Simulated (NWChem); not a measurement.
Everything below was run with NWChem. System: methane (CH4), charge 0, spin multiplicity 1, at a geometry optimised with PBE0/def2-SVP. Level: CR-EOMCCSD(T)/def2-SVPD, 1 core orbitals frozen.

The NWChem input:

```
start mol
memory heap 100 mb stack 700 mb global 1900 mb
geometry units angstroms nocenter noautoz
  C      0.000000     0.000000    -0.000000
  H      0.000000     0.896585     0.633980
  H      0.000000    -0.896585     0.633980
  H     -0.896586     0.000000    -0.633979
  H      0.896586     0.000000    -0.633979
  symmetry group C2v
end
basis spherical
  * library def2-svpd
end
scf
  rhf
  nopen 0
  maxiter 100
  thresh 1e-7
  semidirect memsize 60000000 filesize 0
end
tce
  freeze core 1
  creomsd(t)
  nroots 1
  2eorb
  2emet 13
  thresh 1e-5
  maxiter 200
  tilesize 24
end
task tce energy
```

Part of the output:

```
             Northwest Computational Chemistry Package (NWChem) 7.3.0
             --------------------------------------------------------

                                NWChem Input Module
                                -------------------

 Scaling coordinates for geometry "geometry" by  1.889725989
 (inverse scale =  0.529177249)

 Turning off AUTOSYM since
 SYMMETRY directive was detected!

                             Geometry "geometry" -> ""
                             -------------------------

 Output coordinates in angstroms (scale by  1.889725989 to convert to a.u.)

  No.       Tag          Charge          X              Y              Z
 ---- ---------------- ---------- -------------- -------------- --------------
    1 C                    6.0000     0.00000000     0.00000000     0.00000000
    2 H                    1.0000     0.00000000     0.89658500     0.63398000
    3 H                    1.0000     0.00000000    -0.89658500     0.63398000
    4 H                    1.0000    -0.89658600     0.00000000    -0.63397900
    5 H                    1.0000     0.89658600     0.00000000    -0.63397900

 Effective nuclear repulsion energy (a.u.)      13.3364408017

            Nuclear Dipole moment (a.u.)
            ----------------------------
        X                 Y               Z
 ---------------- ---------------- ----------------
     0.0000000000     0.0000000000     0.0000037795

      Symmetry information
      --------------------

 Group name             C2v
 Group number             16
 Group order               4
 No. of unique centers     3

      Symmetry unique atoms

     1    2    4


 Summary of "ao basis" -> "" (spherical)
 ------------------------------------------------------------------------------
       Tag                 Description            Shells   Functions and Types
 ---------------- ------------------------------  ------  ---------------------
 *                         def2-svpd                  on all atoms

 Summary of "ao basis" -> "ao basis" (spherical)
 ------------------------------------------------------------------------------
       Tag                 Description            Shells   Functions and Types
 ---------------- ------------------------------  ------  ---------------------
 C                         def2-svpd                 8       20   4s2p2d
 H                         def2-svpd                 4        8   2s2p

                                 NWChem SCF Module
                                 -----------------

  ao basis        = "ao basis"
  functions       =    52
  atoms           =     5
  closed shells   =     5
  open shells     =     0
  charge          =   0.00
  wavefunction    = RHF
  use symmetry    = T
  symmetry adapt  = T

 Summary of "ao basis" -> "ao basis" (spherical)
 ------------------------------------------------------------------------------
       Tag                 Description            Shells   Functions and Types
 ---------------- ------------------------------  ------  ---------------------
 C                         def2-svpd                 8       20   4s2p2d
 H                         def2-svpd                 4        8   2s2p

      Symmetry analysis of basis
      --------------------------

        a1         22
        a2          6
        b1         12
        b2         12

 Forming initial guess at       0.0s

      Superposition of Atomic Density Guess
      -------------------------------------

 Sum of atomic energies:         -39.62217164
[...]
 creom_N i2_3 nr of boxes                    72
 creom_N i2_4 nr of boxes                   126

CR-EOMCCSD(T) triples loop cpu wall             0.4            0.4

 CR-EOMCCSD(T)  total energy / hartree       =       -39.866954180043244
 CR-EOMCCSD(T)  excitation energy (eV)       =     13.46073

 =========================================
 Excited-state calculation ( b1  symmetry)
 =========================================
 Dim. of EOMCC iter. space      500

 EOMCCSD SOLVER TYPE  1
  maxdiff =   0.64646230285785888

 No. of initial right vectors    1

 EOM-CCSD right-hand side iterations
 --------------------------------------------------------------
      Residuum       Omega / hartree  Omega / eV    Cpu    Wall
 --------------------------------------------------------------

 Iteration   1 using    1 trial vectors
   0.4344217218255   0.4947987460041   13.46416     0.3     0.3

 Iteration   2 using    2 trial vectors
   0.0850962224330   0.4137222532019   11.25796     0.2     0.2

 Iteration   3 using    3 trial vectors
   0.0410557717112   0.4088160538244   11.12446     0.2     0.2

 Iteration   4 using    4 trial vectors
   0.0185125586709   0.4071797829161   11.07993     0.2     0.2

 Iteration   5 using    5 trial vectors
   0.0079376252015   0.4066716742677   11.06610     0.2     0.2

 Iteration   6 using    6 trial vectors
   0.0047638246385   0.4065777683069   11.06355     0.2     0.2

 Iteration   7 using    7 trial vectors
   0.0035872789754   0.4065802934676   11.06362     0.2     0.2

 Iteration   8 using    8 trial vectors
   0.0016783637394   0.4065578265203   11.06301     0.2     0.2

 Iteration   9 using    9 trial vectors
   0.0007439486803   0.4065555676837   11.06294     0.2     0.2

 Iteration  10 using   10 trial vectors
   0.0003783823517   0.4065565944311   11.06297     0.2     0.2

 Iteration  11 using   11 trial vectors
   0.0001840075283   0.4065547000361   11.06292     0.2     0.2

 Iteration  12 using   12 trial vectors
   0.0001143327725   0.4065540685330   11.06290     0.2     0.2

 Iteration  13 using   13 trial vectors
   0.0000518094716   0.4065540076338   11.06290     0.2     0.2

 Iteration  14 using   14 trial vectors
   0.0000191429392   0.4065541725816   11.06291     0.2     0.2

 Iteration  15 using   15 trial vectors
   0.0000069531040   0.4065542626922   11.06291     0.2     0.2
 --------------------------------------------------------------
 Iterations converged
 ------------------

 Excited state root  1
 Excitation energy / hartree =        0.406554262692227
                   / eV      =       11.062909078261635
 largest EOMCCSD amplitudes: R1 and R2

 Singles contributions
     6a1  (alpha) ---     3b1  (alpha)        0.9287397621
    16a1  (alpha) ---     3b1  (alpha)       -0.1512321577

 Doubles contributions
======= CR-EOMCCSD(T) calculation ======
corresponding R0 value =     0.000000

CR-EOMCCSD(T) Intermediates cpu wall time             0.6            0.6
 creom_N i2_1 nr of boxes                    72
 creom_N i2_2 nr of boxes                   126
 creom_N i2_3 nr of boxes                    72
 creom_N i2_4 nr of boxes                   126

CR-EOMCCSD(T) triples loop cpu wall             0.3            0.3

 CR-EOMCCSD(T)  total energy / hartree       =       -39.956837785567551
 CR-EOMCCSD(T)  excitation energy (eV)       =     11.01487

 =========================================
 Excited-state calculation ( b2  symmetry)
 =========================================
 Dim. of EOMCC iter. space      500

 EOMCCSD SOLVER TYPE  1
  maxdiff =   0.64646210059298714

 No. of initial right vectors    1

 EOM-CCSD right-hand side iterations
 --------------------------------------------------------------
      Residuum       Omega / hartree  Omega / eV    Cpu    Wall
 --------------------------------------------------------------

 Iteration   1 using    1 trial vectors
   0.4344217336768   0.4947985435351   13.46416     0.3     0.3

 Iteration   2 using    2 trial vectors
   0.0850962200150   0.4137220540845   11.25795     0.2     0.2

 Iteration   3 using    3 trial vectors
   0.0410557747282   0.4088158539126   11.12445     0.2     0.2

 Iteration   4 using    4 trial vectors
   0.0185125599109   0.4071795825579   11.07992     0.3     0.3

 Iteration   5 using    5 trial vectors
   0.0079376232099   0.4066714740371   11.06610     0.3     0.3

 Iteration   6 using    6 trial vectors
   0.0047638183937   0.4065775682515   11.06354     0.3     0.3

 Iteration   7 using    7 trial vectors
   0.0035872687111   0.4065800934689   11.06361     0.3     0.3

 Iteration   8 using    8 trial vectors
   0.0016783586950   0.4065576266355   11.06300     0.3     0.3

 Iteration   9 using    9 trial vectors
   0.0007439474489   0.4065553678121   11.06294     0.2     0.2

 Iteration  10 using   10 trial vectors
   0.0003783824456   0.4065563945506   11.06297     0.3     0.3

 Iteration  11 using   11 trial vectors
   0.0001840079399   0.4065545001547   11.06292     0.3     0.3

 Iteration  12 using   12 trial vectors
   0.0001143329035   0.4065538686518   11.06290     0.3     0.3

 Iteration  13 using   13 trial vectors
   0.0000518093634   0.4065538077534   11.06290     0.3     0.3

 Iteration  14 using   14 trial vectors
   0.0000191428793   0.4065539727014   11.06290     0.3     0.3

 Iteration  15 using   15 trial vectors
   0.0000069530865   0.4065540628119   11.06290     0.3     0.3
 --------------------------------------------------------------
 Iterations converged
 ------------------

 Excited state root  1
 Excitation energy / hartree =        0.406554062811859
                   / eV      =       11.062903639237783
 largest EOMCCSD amplitudes: R1 and R2

 Singles contributions
     6a1  (alpha) ---     4b2  (alpha)        0.9287397670
    16a1  (alpha) ---     4b2  (alpha)       -0.1512321660

 Doubles contributions
======= CR-EOMCCSD(T) calculation ======
corresponding R0 value =     0.000000

CR-EOMCCSD(T) Intermediates cpu wall time             0.9            0.9
 creom_N i2_1 nr of boxes                    72
 creom_N i2_2 nr of boxes                   126
 creom_N i2_3 nr of boxes                    72
 creom_N i2_4 nr of boxes                   126

CR-EOMCCSD(T) triples loop cpu wall             0.5            0.5

 CR-EOMCCSD(T)  total energy / hartree       =       -39.956837985233250
 CR-EOMCCSD(T)  excitation energy (eV)       =     11.01487

 Task  times  cpu:       24.7s     wall:       24.7s

 Total times  cpu:       24.8s     wall:       24.8s
```
